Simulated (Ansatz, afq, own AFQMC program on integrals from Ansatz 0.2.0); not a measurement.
Integrals from Ansatz 0.2.0, then the random walk in our own AFQMC program (afq).

```yaml
crystal:
  periodic: [false, false, false]
  atoms:
    - {symbol: N, position_ang: [0.000000, 0.000000, 0.660040]}
    - {symbol: C, position_ang: [0.000000, 0.000000, -0.576764]}
    - {symbol: H, position_ang: [0.000000, -0.937350, -1.149693]}
    - {symbol: H, position_ang: [0.000000, 0.937349, -1.149693]}
basis:
  gaussian: {orbitals: cc-pVTZ}
total_charge: 1
magnetization: {spin_polarized: true, initial_magnetization: 2}
correlation: {method: ccsd_t, electrons: outside_noble_gas, hamiltonian_folder: ham}
```

```sh
$ ansatz run in.yaml --threads 1 --pin off --events-out ev --progress --plain --max-ram 24576MiB --backend cuda --devices 0, --max-vram 18GiB
```

afq runs on the folder ham with

```
--method phaseless --trial cisd --walkers 600 --populations 10 --least-time 60 --time-step 0.005 --steps-per-block 50 --equilibration-blocks 28 --max-blocks 4000 --target-error 0.00019 --factor-cut 1e-05 --start spin_pure --seed 4837 --release-times 0.24,0.51,0.99,1.62,2.4 --release-step 0.03 --release-every 3 --taylor-order 6
```

Times are imaginary, in 1/Eh. The walk had a cap of 209 s. With eight or more populations the least sampling time is a fifth of least-time, and the error comes from their spread.

afq prints:

```
orbitals 86  electrons 6 4  factors 506 of 506
reference energy -93.05938305 Eh
CCSD correlation -0.28388831 Eh in 10 cycles, weight of the determinant in the CISD state 0.9038
energy of the start -93.342937 Eh
 block  time / (1/Eh)  mean weight  energy / Eh
     1     0.250  0.9990  -93.342218
     2     0.500  0.9982  -93.345662
     3     0.750  0.9992  -93.347705
     4     1.000  0.9992  -93.350395
     5     1.250  1.0006  -93.351504
     7     1.750  1.0007  -93.351474
     9     2.250  0.9998  -93.352318
    11     2.750  1.0004  -93.352876
    15     3.750  0.9996  -93.351740
    19     4.750  1.0012  -93.354293
    23     5.750  1.0000  -93.351882
    27     6.750  1.0001  -93.352059
    31     7.750  1.0001  -93.355416
    35     8.750  0.9997  -93.352656
    39     9.750  0.9989  -93.354093
    43    10.750  1.0004  -93.354976
    47    11.750  0.9996  -93.353897
    51    12.750  1.0001  -93.353996
    55    13.750  1.0008  -93.352658
    59    14.750  0.9990  -93.353367
    63    15.750  1.0010  -93.353176
    67    16.750  1.0003  -93.352011
    71    17.750  0.9997  -93.354317
    75    18.750  1.0001  -93.353892
    79    19.750  0.9986  -93.353859
    81    20.250  0.9997  -93.356104
    83    20.750  1.0002  -93.353384
    87    21.750  1.0006  -93.353450
    91    22.750  1.0007  -93.352693
    95    23.750  1.0007  -93.353026
    97    24.250  0.9992  -93.351103
error from the spread of 10 populations
released: time / (1/Eh)  energy / Eh  error  mean overlap
  0.24  -93.353405  0.000200  1.0068
  0.51  -93.353519  0.000191  1.0090
  0.99  -93.353942  0.000237  0.9864
  1.62  -93.354124  0.000212  0.9760
  2.40  -93.354174  0.000491  0.9531
energy -93.353494 +/- 0.000170 Eh
(rows thinned)
```

The run passed its tests (sampling time, drift between the halves within three errors, error under three times the target), which doesn't prove that it has relaxed. The second half of the sampling lies above the first by 1.7 errors of their difference, so the energy may still be moving and its error bar be too small.

Against this walk (error 4.6 meV) on the same determinant: CCSD(T) 28.6 meV higher, CCSDT(Q) 10.0 meV lower. The error is statistical and leaves out the bias of the constraint. The released energies are still falling (meV from the phaseless value at times in 1/Eh: 2 ± 5 at 0.24, -1 ± 5 at 0.51, -12 ± 6 at 0.99, -17 ± 6 at 1.62, -19 ± 13 at 2.40), so they give no level.

Cautions: constraint bias not in the error; another spin lies lower (by 2.36 eV).

The walk took 35 s on 1 × NVIDIA H100 80GB HBM3 with 2 threads of AMD EPYC 7R13 Processor (Zen 3) (shared host) (the card was shared). The log's last line is the phaseless energy.

CCSDT and higher add their correlation energy to the determinant of the CCSD(T) run, since their own runs factorise the integrals more tightly (a shift of under 2 meV). A walk keeps the symmetry of its determinant, which the program's search chose and which needn't be the lowest solution, so a lower state of the same spin and another symmetry isn't excluded.
